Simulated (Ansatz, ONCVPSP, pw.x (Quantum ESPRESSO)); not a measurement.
## From atom to crystal: ONCV potential for W

W, optimised norm-conserving Vanderbilt (ONCV), made with ONCVPSP 4.0.1.1 (patched build) (PBEsol, scalar-relativistic). Core [Kr] 4d10 4f14, reference 5s2 5p6 5d4 (charge +2). Waves: 5s: rc 1.55 bohr, ncon 3, nbas 7, qcut 5.9 1/bohr, local; 5p: rc 1.90 bohr, ncon 4, nbas 7, qcut 8.1 1/bohr, 1 projector; 5d: rc 2.35 bohr, ncon 3, nbas 8, qcut 5.6 1/bohr, 2 projectors, debl 0.9 Ha. Local part: the s channel. Core correction: none.

Atomic tests: cutoffs needed: 16 Ha and 52 Ha (the cutoffs (Ha) at which the residual kinetic energy of the hardest occupied pseudo-wave falls to 1 and 0.1 mHa per electron); ghost test: no bound ghost flagged; no localised positive-energy state flagged; configuration tests: 3 of 4 tests not solved or not reliable.

Crystal test: fcc W in pw.x 7.5, no spin, 14³ k-points, Fermi–Dirac smearing 0.01 Ry, cutoffs 120/480 Ry. The reference is all-electron LAPW (Ansatz 0.2.0) with the same functional, mesh and smearing; V0 and B0 come from Birch–Murnaghan fits to the pressures at five volumes. Errors are pseudo minus all-electron; Δ is the rms difference of the E(V) curves that follow from these fits, minima aligned, over ±6 % about the mean V0. Mesh and smearing are coarse, so the numbers serve the comparison and aren't converged zero-temperature values; the lattice is a test structure that the element need not adopt.

All-electron: a0 = 4.000 Å (V0 = 16.00 Å³/atom), B0 = 298.8 GPa.

How far does the potential miss the all-electron equation of state?

mean pressure error (GPa): -16.39. The pressure does not cross zero within the volumes sampled, so no fit is given. This is a poor potential for the solid. Atomic configuration tests: 3 of 4 tests not solved or not reliable.

```tsv
V (Å³/atom)	P all-electron (GPa)	P pseudo (GPa)
15.195	17.15	-2.65
15.595	8.12	-9.85
15.995	0.14	-16.12
16.395	-6.90	-21.58
16.795	-13.11	-26.34
```

At the middle volume, how do free energy and pressure move when the wave cutoff is lowered (ecutrho kept at four times it)?

| cutoff (Ry) | shift of F (meV/atom) | shift of P (GPa) |
| --- | --- | --- |
| 54 | +11.0 | -0.07 |
| 72 | +6.9 | -0.03 |
| 96 | +4.0 | +0.09 |

The run at the middle volume (104 k-points, 9 iterations) took about 95 s on one core of a shared host (Neoverse-N1, 64 threads, 124 GiB, load 58).
